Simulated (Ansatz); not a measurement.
A structure relaxed at PBE0-D4/def2-TZVP, charge 0, multiplicity 1:

```xyz
7

Cl    1.6065   -1.3425    1.3463
C     0.5429   -0.4996    0.3707
C    -0.0587   -0.3317   -0.7538
Cl   -0.3605   -0.7940   -2.3315
C    -0.3919    0.6721    0.3099
H     0.0180    1.6812    0.2412
H    -1.3563    0.6146    0.8172
```

Give its formula and SMILES.

C3H2Cl2, `ClC1=C(Cl)C1`.

Point group (tolerance 0.08 Å, 0.16 Å for H)?

C2v.

Summarise the bond lengths by kind.

2 × C–Cl 1.671 Å; 3 × C–C 1.286 to 1.500 Å; 2 × C–H 1.091 Å.

Computed with Ansatz.
